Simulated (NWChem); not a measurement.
Molecule: ethanethiol (C2H6S); SMILES CCS

```xyz
9

C      0.3682    -1.6294    -0.0584
C     -0.6320    -0.4945     0.0431
S      0.1003     1.1695    -0.0708
H     -0.1456    -2.6044    -0.0415
H      1.0784    -1.6119     0.7831
H      0.9509    -1.5603    -0.9889
H     -1.3467    -0.5261    -0.7945
H     -1.2293    -0.5636     0.9654
H      0.8336     1.0962     1.0615
```
Atoms are numbered in this order, from 1.

All runs: NWChem. Structure relaxed at the PBE0/def2-SVP level. Solvent water, SMD (1 M gas to 1 M solution), gas-phase geometry.

```csv
level,basis functions,solvation free energy (kcal/mol),cavity-dispersion-structure term (kcal/mol),dipole in solution (D)
M06-2X/3-21G,43,-1.5,2.0,2.58
M06-2X/pcseg-1,76,-1.3,2.0,2.37
M06-2X/aug-pcseg-1,127,-1.2,2.0,2.36
M06-2X/pcseg-2,178,-1.1,2.0,2.27
M06-2X/def2-TZVPP,188,-1.1,2.0,…
```

Q: Complete the blanks.

A: 
- M06-2X/def2-TZVPP, dipole in solution (D): 2.23
